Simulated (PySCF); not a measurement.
C2H3Cl.
SMILES with atom numbers: `[CH2:1]=[CH:2][Cl:3]` (hydrogens: H4, H5 on C1; H6 on C2)

Computed, not measured: PySCF 2.14.0, density-fitted response routines, TDDFT CAM-B3LYP/def2-SVPD, vertical, gas phase, core orbitals frozen in the response. Geometry: PBE0-D3(BJ)/def2-SVP; no solvent, vibrations or thermal averaging.

Kohn–Sham orbitals with the atoms that hold most of them (Löwdin shares over 4%, at most four atoms; ? is withheld):

| orbital | ε (eV) | atoms |
| --- | --- | --- |
| HOMO-3 | -12.34 | C1 28%, Cl3 24%, C2 16%, H5 13% |
| HOMO-2 | -12.04 | Cl3 56%, C2 27%, C1 12% |
| HOMO-1 | -10.41 | ? |
| HOMO | -8.95 | Cl3 35%, C1 31%, C2 28% |
| LUMO | ? | ? |
| LUMO+1 | 1.58 | C1 31%, Cl3 22%, C2 18%, H5 14% |
| LUMO+2 | 1.73 | Cl3 75%, C2 14%, H6 4% |

Q: Which atoms hold the LUMO, and with what shares?

A: C2 (bonded to C, Cl and H) 36%; C1 (bonded to C and 2 H) 34%; Cl3 (bonded to C) 11%; H4 (bonded to C) 7%. By element: carbon 71%, chlorine 11%, hydrogen 7% or more.

Q: Give the leading atoms of the HOMO-1.

A: Cl3 (bonded to C) 81%; C2 (bonded to C, Cl and H) 12%.

Q: What is the LUMO energy, and the HOMO–LUMO gap?

A: ε(LUMO) = 0.77 eV; the gap is 9.72 eV (0.3571 hartree).

Q: The HOMO–LUMO gap is 9.72 eV. Where does the response calculation put the lowest singlet, and from which orbitals?

A: S1 is at 6.85 eV (f = 0.293), 2.87 eV below the gap, made of HOMO→LUMO (96%). 

Q: One configuration dominates each of S1, S3 and S4. Which, and how do the shares of the two leading atoms of either orbital change from the occupied to the empty one?

A: 
- S1 (6.85 eV, f 0.293), HOMO→LUMO (96%): Cl3 35% → 11%, C1 31% → 34%, C2 28% → 36%
- S3 (7.32 eV, f 0.0003), HOMO-1→LUMO (78%): Cl3 81% → 11%, C2 12% → 36%, C1 at most 4% → 34%
- S4 (7.35 eV, f 0.0052), HOMO→LUMO+1 (74%): Cl3 35% → 22%, C1 31% → 31%

Löwdin shares depend on the basis, the more so with diffuse functions.
